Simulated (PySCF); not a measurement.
H₂O.
SMILES: `O`

Computed with PBE0-D3(BJ)/def2-SVP geometry optimisation, gas phase (PySCF 2.14.0).

Take the most abundant isotopes and a rigid rotor. 

Q: Give the principal moments of inertia and the rotational constants in GHz.

A: Ia = 0.64, Ib = 1.15, Ic = 1.79 u·Å²; 505379 MHz·u·Å²/I gives 789547, 440600 and 282791 MHz, that is A = 789.55, B = 440.60, C = 282.79 GHz.

Q: Classify the top.

A: An asymmetric top: κ = (2 × 440600 − 789547 − 282791)/(789547 − 282791) = -0.38.

Q: Give the coordinates in the principal-axis frame, origin at the centre of mass.

A: The sense of each axis is arbitrary; atoms in the order of the calculation.
```json
{"atom": "O1", "mass (u)": "15.995", "a (Å)": "0.000", "b (Å)": "0.067", "c (Å)": "0.000"}
{"atom": "H2", "mass (u)": "1.008", "a (Å)": "-0.754", "b (Å)": "-0.531", "c (Å)": "0.000"}
{"atom": "H3", "mass (u)": "1.008", "a (Å)": "0.754", "b (Å)": "-0.531", "c (Å)": "0.000"}
```

Q: Which lines would a microwave search look for?

A: The dipole components are |μa| = 0.00 D, |μb| = 2.03 D, |μc| = 0.00 D; the symmetry axis of this C2v structure is b, so μa and μc vanish by symmetry and there are no a-type or c-type lines. Some lines, for components of 0.1 D or more:

| type | branch | J(Ka,Kc) | MHz | lower level (cm⁻¹) |
| --- | --- | --- | --- | --- |
| b | Q | 1(1,0) ← 1(0,1) | 506756 | 24.130 |
| b | Q | 3(2,1) ← 3(1,2) | 1037317 | 173.797 |
| b | R | 2(0,2) ← 1(1,1) | 1055241 | 35.769 |
| b | R | 1(1,1) ← 0(0,0) | 1072338 | 0.000 |
| b | R | 3(1,2) ← 2(2,1) | 1328717 | 129.476 |
| b | Q | 3(2,2) ← 3(1,3) | 1780805 | 142.463 |
| b | Q | 4(3,2) ← 4(2,3) | 2264142 | 297.259 |
| b | R | 4(0,4) ← 3(1,3) | 2453024 | 142.463 |
| b | R | 4(1,4) ← 3(0,3) | 2637076 | 138.245 |
| b | Q | 4(4,0) ← 4(3,1) | 2888441 | 374.456 |
| b | R | 3(2,2) ← 2(1,1) | 3217014 | 94.557 |
| b | R | 4(3,2) ← 3(2,1) | 4928115 | 208.398 |
| b | R | 4(2,2) ← 3(1,3) | 5149488 | 142.463 |
| b | R | 4(3,1) ← 3(2,2) | 5174162 | 201.865 |
| b | R | 4(4,0) ← 3(3,1) | 5899523 | 274.017 |

PBE0-D3(BJ)/def2-SVP frequencies: not computed here. Constants of a rigid frame at the computed geometry: no zero-point averaging, no centrifugal distortion.
